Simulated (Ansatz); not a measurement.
# CH₄BF: how energies converge with the basis set

One table from this session's results is given with a row withheld; the runs are named, their logs left out.

Method: one geometry, several basis sets; program: Ansatz 0.2.0, Gaussian basis.

The runs, in order: PBE0-D4/def2-SVP; ωB97M-V/def2-SVP; PBE0-D4/def2-QZVPP; ωB97M-V/def2-QZVPP; CCSD(T)/cc-pV(D+d)Z; CCSD(T)/cc-pV(T+d)Z; CCSD(T)/cc-pV(Q+d)Z; the functionals' def2-TZVPP values are taken from earlier runs.

## The geometry

All runs share one geometry, relaxed beforehand with PBE0-D4 in a triple-zeta def2 set.

SMILES `CBF`, 7 atoms, charge 0, spin multiplicity 1.

Atoms are counted from 1 here; the program's logs count them from 0.

Bond lengths: C1–B2 1.553 Å, C1–H4 1.091 Å, C1–H5 1.096 Å, C1–H6 1.096 Å, B2–F3 1.326 Å, B2–H7 1.202 Å. Angles: B2–C1–H4 114.0°, B2–C1–H5 109.6°, B2–C1–H6 109.7°, H4–C1–H5 109.0°, H4–C1–H6 109.0°, H5–C1–H6 105.1°, C1–B2–F3 120.6°, C1–B2–H7 123.5°, F3–B2–H7 116.0°.

The first run:

Contents of in.yaml:

```yaml
crystal:
  periodic: [false, false, false]
  atoms:
    - {symbol: C, position_ang: [-0.563616, 0.331581, -0.177025]}
    - {symbol: B, position_ang: [0.730182, -0.433208, 0.213996]}
    - {symbol: F, position_ang: [1.017763, -1.601568, -0.344417]}
    - {symbol: H, position_ang: [-1.175269, -0.181815, -0.920384]}
    - {symbol: H, position_ang: [-0.302579, 1.326637, -0.555530]}
    - {symbol: H, position_ang: [-1.168630, 0.516023, 0.718077]}
    - {symbol: H, position_ang: [1.523348, -0.025551, 1.019581]}
basis:
  gaussian: {orbitals: def2-SVP}
hamiltonian: {xc: pbe0, dispersion: d4}
output: {orbitals: {seedname: orbitals}}
```

Launch:

```console
> ansatz run in.yaml --threads 2 --pin off --events-out ev --progress --plain --max-ram 32768MiB --backend cpu
```

Steps of the session up to this table: PBE0-D4 in def2-SVP; ωB97M-V in def2-SVP; PBE0-D4 in def2-QZVPP; ωB97M-V in def2-QZVPP.

One of the session's tables, all rows but one given; the rest of the session is left out.

It belongs to the step «Functionals by basis». 

| functional | basis | HOMO (eV) | LUMO (eV) |
| --- | --- | --- | --- |
| PBE0-D4 | def2-SVP | -8.88 | -0.28 |
| PBE0-D4 | def2-TZVPP | -8.97 | -0.45 |
| PBE0-D4 | def2-QZVPP | -8.98 | -0.49 |
| ωB97M-V | def2-SVP | -11.22 | 1.85 |
| ωB97M-V | def2-TZVPP | -11.33 | 1.51 |
| ωB97M-V | def2-QZVPP | ? | ? |

Q: Estimate the row for ωB97M-V, def2-QZVPP from the others.

As computed: HOMO (eV): -11.34; LUMO (eV): 1.33. In the column «HOMO (eV)» it is the lowest.
